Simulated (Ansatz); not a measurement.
Relaxation of ClH₃Si (5 atoms, charge 0, multiplicity 1), to a largest force component of 0.03 eV/Å in at most 50 steps.

Computed with Ansatz, RKS r2SCAN-D4/def2-TZVP.

```xyz
5
Properties=species:S:1:pos:R:3:forces:R:3
Si -0.075 0.044 -1.053 0.02 0.02 0.04
H 1.156 0.116 1.303 -1.21 0.40 0.85
H 1.719 -0.061 0.907 1.18 -0.38 -0.88
H -0.786 1.002 -0.094 0.03 -0.01 0.00
Cl -1.123 -1.647 -0.432 -0.02 -0.03 0.00
```

Task: Where does it end, and by what steps?

Result: It converged. After 8 steps the energy has fallen by 0.073 eV; H3 moved furthest, 0.39 Å.

| step | energy less start (eV) | largest force component (eV/Å) | accepted |
| --- | --- | --- | --- |
| 0 | 0.0000 | 1.214 | yes |
| 1 | -0.0339 | 0.453 | yes |
| 2 | -0.0272 | 0.926 | no |
| 3 | -0.0511 | 0.198 | yes |
| 4 | -0.0651 | 0.089 | yes |
| 5 | -0.0604 | 0.376 | no |
| 6 | -0.0718 | 0.031 | yes |
| 7 | -0.0729 | 0.071 | yes |
| 8 | -0.0734 | 0.029 | yes |

```xyz
5
Properties=species:S:1:pos:R:3
Si 0.147 0.043 -0.827
H 0.900 0.163 1.116
H 1.446 -0.122 0.635
H -0.610 1.026 0.059
Cl -0.993 -1.656 -0.353
```

Whether the end is a true minimum wasn't checked by a vibrational analysis.

The run took 7.2 s on 2 threads of Intel(R) Xeon(R) 6975P-C (Granite Rapids), with other jobs on the host, peak memory 0.17 GiB.
